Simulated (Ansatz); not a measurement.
The cluster Mg₃H₄⁻, relaxed as a doublet with UKS r2SCAN-D4/def2-TZVPD in Ansatz, starting from the r2SCAN-D4/def2-TZVP geometry of the neutral singlet. Force threshold 0.02 eV/Å.

The highest occupied level of the relaxed charge -1 doublet lies above zero (up to 0.45 eV). By energy differences its removal costs 1.15 eV (each at its own geometry, to the charge 0 singlet, at PBE0-D4/def2-TZVPD). The relaxation made no stability test and no search for a lower SCF solution. The structure comes from a short search, and lower isomers may exist.

Start:

Cartesian coordinates in Å:
```
Mg -0.995 -0.593 0.863
Mg 2.132 0.595 1.487
Mg 0.279 0.390 -1.363
H -1.645 -1.158 2.337
H -0.002 -1.286 -0.569
H 1.200 1.039 -2.646
H -0.969 1.014 -0.108
```

| step | energy (eV) | largest force component (eV/Å) | SCF passes |
| --- | --- | --- | --- |
| 1 | -16395.9754 | 0.601 | 16 |
| 2 | -16396.1060 | 0.388 | 23 |
| 3 | -16396.1406 | 0.478 | 24 |
| 4 | -16396.2006 | 0.065 | 22 |
| 5 | -16396.2026 | 0.053 | 22 |
| 6 | -16396.2032 | 0.036 | 22 |
| 7 | -16396.2046 | 0.012 | 22 |

Force components are those of the run's own axes.

End:

```tsv
atom	x (Å)	y (Å)	z (Å)
Mg1	-0.819	-0.528	0.915
Mg2	2.328	0.651	1.620
Mg3	0.397	0.410	-1.208
H4	-1.744	-1.183	2.241
H5	-0.136	-1.332	-0.666
H6	1.082	0.998	-2.702
H7	-1.108	0.984	-0.200
```

By distances, no bond broke or formed. The bond that changes most is Mg1–H4, from 1.71 to 1.74 Å (atoms count from 1).

No frequencies were taken in this run, so the end may be a saddle point.

Hardware: 4 threads of Arm Neoverse V2 on a shared host. Wall time 18 s.
